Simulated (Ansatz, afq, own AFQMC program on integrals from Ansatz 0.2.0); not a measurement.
Two steps: Ansatz 0.2.0 writes the Fock matrix and Cholesky factors of the valence space, and afq projects on them the lowest state that overlaps trial and start.

```yaml
crystal:
  periodic: [false, false, false]
  atoms:
    - {symbol: C, position_ang: [-1.680622, -0.856010, -0.218299]}
    - {symbol: O, position_ang: [-1.146444, 0.136145, 0.608758]}
    - {symbol: C, position_ang: [0.106794, -0.179231, 1.130027]}
    - {symbol: C, position_ang: [1.285917, 0.092857, 0.198130]}
    - {symbol: C, position_ang: [1.090935, 1.152572, -0.852843]}
    - {symbol: O, position_ang: [2.330397, -0.488730, 0.362931]}
    - {symbol: H, position_ang: [-2.663118, -0.508356, -0.566469]}
    - {symbol: H, position_ang: [-1.816162, -1.811309, 0.324389]}
    - {symbol: H, position_ang: [-1.049256, -1.058997, -1.105907]}
    - {symbol: H, position_ang: [0.264849, 0.462396, 2.015636]}
    - {symbol: H, position_ang: [0.179152, -1.228478, 1.474628]}
    - {symbol: H, position_ang: [0.312278, 0.849157, -1.569707]}
    - {symbol: H, position_ang: [0.734616, 2.087139, -0.391791]}
    - {symbol: H, position_ang: [2.037664, 1.321945, -1.380681]}
basis:
  gaussian: {orbitals: def2-SVP}
magnetization: {spin_polarized: false}
correlation: {method: ccsd_t, electrons: outside_noble_gas, hamiltonian_folder: ham}
```

```sh
$ ansatz run in.yaml --threads 1 --pin off --events-out ev --progress --plain --max-ram 16896MiB --backend cuda --devices 0, --max-vram 18GiB
```

Options of the walk:

```
--method phaseless --trial cisd --walkers 1400 --populations 20 --least-time 60 --time-step 0.005 --steps-per-block 50 --equilibration-blocks 28 --max-blocks 4000 --target-error 0.00036 --factor-cut 1e-05 --seed 6076 --release-times 0.21,0.42,0.63,0.9 --release-step 0.03 --release-every 5 --taylor-order 6
```

Times are imaginary, in 1/Eh. The walk had a cap of 365 s. With eight or more populations the least sampling time is a fifth of least-time, and the error comes from their spread.

Log:

```
orbitals 118  electrons 18 18  factors 1017 of 1259
reference energy -305.60294299 Eh
CCSD correlation -0.97198835 Eh in 11 cycles, weight of the determinant in the CISD state 0.7471
energy of the start -306.574928 Eh
 block  time / (1/Eh)  mean weight  energy / Eh
     1     0.250  0.9997  -306.527645
     2     0.500  0.9998  -306.555068
     3     0.750  1.0000  -306.575059
     4     1.000  0.9999  -306.585727
     5     1.250  0.9995  -306.596661
     9     2.250  0.9992  -306.601817
    16     4.000  0.9996  -306.612684
    19     4.750  1.0010  -306.605364
    31     7.750  0.9991  -306.607045
    43    10.750  0.9995  -306.602548
    55    13.750  1.0000  -306.602212
    67    16.750  1.0003  -306.608374
    79    19.750  1.0001  -306.601314
    88    22.000  1.0001  -306.598434
    91    22.750  1.0005  -306.600702
   103    25.750  1.0004  -306.607279
   115    28.750  0.9996  -306.603291
   121    30.250  1.0002  -306.611466
error from the spread of 20 populations
released: time / (1/Eh)  energy / Eh  error  mean overlap
  0.21  -306.606920  0.000869  0.9938
  0.42  -306.608524  0.000893  0.9833
  0.63  -306.608448  0.000695  0.9774
  0.90  -306.612188  0.001815  0.9469
energy -306.605671 +/- 0.000585 Eh
(rows thinned)
```

The run passed its tests (sampling time, drift between the halves within three errors, error under three times the target), which doesn't prove that it has relaxed, ending at its cap on processor time.

Against this walk (error 15.9 meV) on the same determinant: CCSD(T) 46.4 meV higher. The error is statistical and leaves out the bias of the constraint. None of these is a sure reference here. Released to 0.63 1/Eh the energy lies 76 ± 25 meV (both errors) below the phaseless value, which shows part or all of the bias of the constraint, and CCSD(T) lies 122.0 meV above the released value.

Cautions: constraint bias not in the error; error above the target (15.9 against 9.8 meV).

The walk took 6.1 min on 1 × NVIDIA H100 80GB HBM3 with 2 threads of AMD EPYC 7R13 Processor (Zen 3), on a shared host (the card was shared). The log's last line is the phaseless energy.
